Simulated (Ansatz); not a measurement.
Consider the isomerisation: `CC(N)=C(O)O` → `C/N=C(\O)OC`.

Computed with Ansatz on PBE0-D4/def2-TZVP structures; ΔE is electronic, products minus reactants. CCSD(T)/CBS adds triple-zeta CCSD(T) − MP2 to the extrapolated MP2 energy (def2 sets, frozen cores). DFT in def2-TZVPP. HSE06 is defined as in plane-wave codes. Each species was taken in one conformer, which may not be the lowest.

`CC(N)=C(O)O`:

Z-matrix (Å, degrees):
```
C
C 1 1.488
H 1 1.096 2 110.7
H 1 1.088 2 111.1 3 -120.1
H 1 1.094 2 110.4 3 118.5
N 2 1.402 1 115.7 3 -62.6
C 2 1.332 1 122.9 3 121.4
H 6 1.010 2 112.4 1 171.8
H 6 1.011 2 112.6 1 45.9
O 7 1.371 2 121.1 1 174.5
O 7 1.365 2 124.0 1 -4.7
H 10 0.964 7 107.9 2 133.6
H 11 0.965 7 108.7 2 119.8
```

`C/N=C(\O)OC`:

Z-matrix (Å, degrees):
```
C
N 1 1.440
H 1 1.101 2 112.8
H 1 1.090 2 109.4 3 118.6
H 1 1.101 2 112.8 3 -122.7
C 2 1.263 1 117.9 3 61.2
O 6 1.327 2 123.6 1 -180.0
O 6 1.343 2 128.3 1 0.0
C 7 1.419 6 115.5 2 0.1
H 8 0.963 6 108.3 2 0.1
H 9 1.088 7 105.5 6 179.8
H 9 1.091 7 110.7 6 60.1
H 9 1.091 7 110.7 6 -60.4
```

**Question.** Is it downhill or uphill in electronic energy at CCSD(T)/CBS, and by how much? (Estimate.)

**Answer.** Computed: Nearly level: ΔE = +2.7 kJ/mol.

**Question.** What do these levels give: PBE-D4, revPBE-D4, BLYP-D4, r2SCAN-D4, r2SCANh-D4, CAM-B3LYP-D4, PBE, BLYP, r2SCANh, HSE06, CCSD/def2-TZVPP, SCS-MP2/def2-QZVPP? (Estimate.)

**Answer.** Ansatz gave: PBE-D4 0.5, revPBE-D4 -2.8, BLYP-D4 -4.9, r2SCAN-D4 -7.2, r2SCANh-D4 -6.1, CAM-B3LYP-D4 -5.8, PBE -0.5, BLYP -6.9, r2SCANh -6.3, HSE06 -0.5, CCSD/def2-TZVPP -4.3, SCS-MP2/def2-QZVPP -3.9 kJ/mol.

Largest T1 diagnostic among the species: 0.012.

Leaving LDA and LC-ωPBE aside and taking each functional with its dispersion term where it has one, the values, not all of them listed here, spread over 10.8 kJ/mol, from ωB97X-V to PBE-D4. LDA lies +9.0 kJ/mol from PBE without D4. In def2-TZVPP, CCSD(T) changes the Hartree–Fock value by +20.1 kJ/mol (the triples alone add −0.0 kJ/mol) and MP2 by +22.1 kJ/mol.
